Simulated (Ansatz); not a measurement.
Geometry optimisation, RKS PBE0-D4/STO-3G in Ansatz 0.2.0.

Input file:

```yaml
crystal:
  periodic: [false, false, false]
  atoms:
    - { symbol: "N", position_ang: [-0.8242, 0.9762, 0.5713] }
    - { symbol: C, position_ang: [-0.0436, 0.0539, 0.3442] }
    - { symbol: Cl, position_ang: [0.23216, -0.37399, -1.24995] }
    - { symbol: C, position_ang: [0.63561, -0.76223, 1.43193] }
    - { symbol: O, position_ang: [1.43666, -1.6222, 1.23282] }
    - { symbol: H, position_ang: [-0.9227, 1.1706, 1.5766] }
    - { symbol: H, position_ang: [0.41331, -0.35272, 2.44564] }
basis:
  gaussian: { orbitals: STO-3G }
hamiltonian:
  xc: pbe0
  dispersion: d4
relax:
  f_tol: 0.015
  max_steps: 40
```

Command:

```bash
$ ansatz run input.yaml --threads 1 --pin off --max-ram 2048MiB --backend cpu --events-out ev --progress --plain --runs-dir out
```

Problem. Where does it end, and by what steps?

Solution. The forces met the threshold. Limits of this set-up: minimal basis. After 8 steps the energy has fallen by 0.749 eV; N1 moved furthest, 0.12 Å.

| step | energy less start (eV) | largest force component (eV/Å) | accepted |
| --- | --- | --- | --- |
| 0 | 0.0000 | 4.990 | yes |
| 1 | -0.3965 | 2.202 | yes |
| 2 | -0.2949 | 2.403 | no |
| 3 | -0.7080 | 1.086 | yes |
| 4 | -0.7240 | 0.752 | yes |
| 5 | -0.7477 | 0.126 | yes |
| 6 | -0.7490 | 0.072 | yes |
| 7 | -0.7492 | 0.018 | yes |
| 8 | -0.7493 | 0.015 | yes |

```xyz
7
Properties=species:S:1:pos:R:3
N -0.897 1.068 0.549
C -0.071 0.077 0.373
Cl 0.287 -0.451 -1.308
C 0.678 -0.744 1.446
O 1.460 -1.678 1.198
H -0.958 1.206 1.613
H 0.427 -0.389 2.482
```

Run time: 18 s on 1 thread of Arm Neoverse V1 (shared host), peak memory 0.14 GiB.
